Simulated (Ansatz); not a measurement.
**MgBH (singlet): wB97M-V, B2PLYP, RKS PBE0 over a scan of the scale of all distances, cc-pVDZ**

Aim: run MgBH (singlet) with these functionals over a scan of the scale of all distances, and hold them against the top wave-function level at the same points.

Program: Ansatz 0.2.0, Gaussian basis. Level of theory: cc-pVDZ, all electrons in the functionals, frozen cores in the correlation of double hybrids and RPA. These are calculated values, not measurements.

Plan: wB97M-V, B2PLYP, RKS PBE0, at 0.867; 1.000; 1.128; 1.286; 1.489; 1.774; 2.006; 2.405.

19 further runs of the same task are left out: 4 for a known fault of the program, 12 that didn't finish, 3 set aside as unsound or not needed. Runs told in other sessions of the task aren't counted.

### 1 The geometry

The geometry derives from a PBE0/def2-TZVP stationary point (not a proven minimum). All distances are scaled together.

3 atoms, charge 0, spin multiplicity 1.

Atoms are counted from 1 here; the program's logs count them from 0.

Bond lengths: B1–Mg2 2.396 Å, B1–H3 1.232 Å. Angles: Mg2–B1–H3 107.0°.

No dispersion term is added; wB97M-V holds VV10 nonlocal correlation.

The geometry shown and the zero of energy belong to the point 1.000. The yardstick, FCI, and other wave-function levels (R restricted, U unrestricted, valence and pair active spaces) come from earlier runs.

### 2 wB97M-V, 0.867

Input file in.yaml:

```yaml
crystal:
  periodic: [false, false, false]
  atoms:
    - {symbol: B, position_ang: [0.000000, -0.164614, 1.379265]}
    - {symbol: Mg, position_ang: [0.000000, 0.039162, -0.687718]}
    - {symbol: H, position_ang: [0.000000, 0.821274, 1.789534]}
basis:
  gaussian: {orbitals: cc-pVDZ}
magnetization: {spin_polarized: true, initial_magnetization: 0}
hamiltonian: {xc: {name: wB97M-V}}
output: {forces: true, orbitals: {seedname: orbitals}}
```

On the command line:

```sh
$ ansatz run in.yaml --threads 1 --pin off --events-out ev --progress --plain --max-ram 2393MiB
```

After this run come: wB97M-V, 1.000; wB97M-V, 1.128; wB97M-V, 1.286; wB97M-V, 1.489; wB97M-V, 1.774; wB97M-V, 2.006; wB97M-V, 2.405; B2PLYP, 0.867; B2PLYP, 1.000; B2PLYP, 1.128; B2PLYP, 1.286; B2PLYP, 1.489; B2PLYP, 1.774; B2PLYP, 2.006; B2PLYP, 2.405; RKS PBE0, 0.867; RKS PBE0, 1.000; RKS PBE0, 1.128; RKS PBE0, 1.286; RKS PBE0, 1.489; RKS PBE0, 1.774; RKS PBE0, 2.006; RKS PBE0, 2.405.

Q: Predict the results of all the runs planned. Wanted: span of the FCI curve; largest miss, wB97M-V; largest miss, B2PLYP; largest miss, RKS PBE0.

As calculated:

| quantity | value |
| --- | --- |
| span of the FCI curve | 3.608 eV |
| largest miss, wB97M-V | +0.305 eV (2.006) |
| largest miss, B2PLYP | +0.366 eV (1.774) |
| largest miss, RKS PBE0 | +1.084 eV (2.405) |

**Reading.** Of the functionals, wB97M-V keep the smallest largest miss at the points compared (at most 0.305 eV) and RKS PBE0 strays most (1.084 eV, at 2.405). wB97M-V, B2PLYP clearly break the spin symmetry at some points (⟨S²⟩ up to 0.90 above the pure value), so energy there is bought with a mixed spin. Functionals and the yardstick converge differently with the basis, so part of each miss in cc-pVDZ is the basis.
